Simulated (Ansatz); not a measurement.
Ideal-gas functions of CH4BF (`CBF`) at 400 K and 1 bar, from an Ansatz frequency run at PBE0-D4/def2-TZVP.

Molar mass 45.85 g/mol, point group Cs (symmetry number 1), electronic degeneracy 1, moments of inertia 10.191, 57.9, 65.037 u Å². Harmonic wavenumbers (cm⁻¹, unscaled): 67, 396, 624, 785, 996, 1027, 1118, 1300, 1367, 1446, 1459, 2596, 3038, 3097, 3144.

Use S(trans) = R[1.5 ln M + 2.5 ln T − 1.1517]; rotational temperatures θ = 24.2544 K / I; S(rot) = R[ln(√π/σ · √(T³/θAθBθC)) + 1.5]; for each mode x = 1.438777 ν̃/T, S = R[x/(eˣ − 1) − ln(1 − e⁻ˣ)] and H = RT x/(eˣ − 1); 1 cm⁻¹ = 0.0119627 kJ/mol; R = 8.31446 J/(mol·K).

**Question.** By hand: the entropy, in J/(mol·K).

**Answer.** Translation 162.7. Rotation: θ = 2.38, 0.4189, 0.3729 K, giving 96.1. Vibration, mode by mode: 20.17, 6.04, 3.14, 1.99, 1.09, 0.99, 0.76, 0.44, 0.36, 0.29, 0.27, 0.01, 0.00, 0.00, 0.00, in all 35.6. Electronic 0.0. Sum 294.4 J/(mol·K).

**Question.** By hand: H − E and G − E in kJ/mol, counted from the electronic energy.

**Answer.** Zero-point energy ½ × 22460 × 0.0119627 = 134.3; thermal vibration 7.3; translation, rotation and pV give 4 RT = 13.3. H − E = 154.9 kJ/mol, and G − E = 154.9 − 400 × 294.4/1000 = 37.1 kJ/mol.

Vibration gives 12 % of the entropy, 20.2 J/(mol·K) of it from the mode under 150 cm⁻¹: soft modes count most, and the harmonic formula is weakest for them.
